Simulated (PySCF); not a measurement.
# AlNH₇+, a complex of two parts: interaction energy

An exercise on one series of results from a longer session: the logs are not shown, and one member is left open.

Computed with PySCF 2.14.0; each step states its level. No surroundings beyond the atoms listed, unless a continuum is named. Atoms count from 0, parts from 1.

### Starting point

9 atoms, charge 1, multiplicity 1; geometry: GFN2-xTB. Parts: 1 = atoms 0–3, `[AlH3]`, charge 0; 2 = atoms 4–8, `[NH4+]`, charge 1.

Set-up of the first run:

Job settings and geometry (Å):

```
{"job": {"xc": "PBE0", "basis": "def2-SVPD", "d3": "d3bj", "grid": 2, "kind": "geom", "shake": 0.01}, "charge": 1, "multiplicity": 1, "parts": [{"atoms": "0-3", "charge": 0, "multiplicity": 1}, {"atoms": "4-8", "charge": 1, "multiplicity": 1}]}
Al     0.210205     0.067579     0.097035
H     -0.392057    -0.835329    -1.029695
H      1.759193    -0.029635     0.080182
H     -0.591253     0.983518     1.045806
N      2.185428    -1.860315    -1.981384
H      1.209705    -2.022199    -2.255506
H      2.171690    -1.157265    -1.180529
H      2.637794    -2.721139    -1.656492
H      2.717180    -1.466134    -2.741656
```

On the command line:

```bash
$ OMP_NUM_THREADS=1 python cluster_run.py task.json out
```

One launch serves the whole session: the jobs run in the order shown.

Steps of the session up to this table: Optimising the geometry at PBE0-D3(BJ)/def2-SVPD; Coupled-cluster interaction energy: CCSD(T) and MP2.

One table of the session follows, with a row left open; its other results are not shown here.

It belongs to the step «Coupled-cluster interaction energy: CCSD(T) and MP2». 

```
                 method  interaction energy (kcal/mol)
         HF/aug-cc-pVDZ                         -10.29
        MP2/aug-cc-pVDZ                         -13.26
       CCSD/aug-cc-pVDZ                         -12.64
    CCSD(T)/aug-cc-pVDZ                              ?
         HF/aug-cc-pVTZ                         -10.33
        MP2/aug-cc-pVTZ                         -13.64
    SCS-MP2/aug-cc-pVTZ                         -12.85
      MP2, extrapolated                         -13.78
CCSD(T), limit estimate                         -13.54
```

Q: Estimate the row for CCSD(T)/aug-cc-pVDZ from the others.

As computed: interaction energy (kcal/mol): -13.02. In the column «interaction energy (kcal/mol)» it lies between MP2/aug-cc-pVDZ (-13.26) and SCS-MP2/aug-cc-pVTZ (-12.85).

To keep in mind: The interaction energy leaves out the deformation of the parts, 2.48 kcal/mol (MP2); added to the CCSD(T) estimate it gives a binding of about -11.06 kcal/mol.
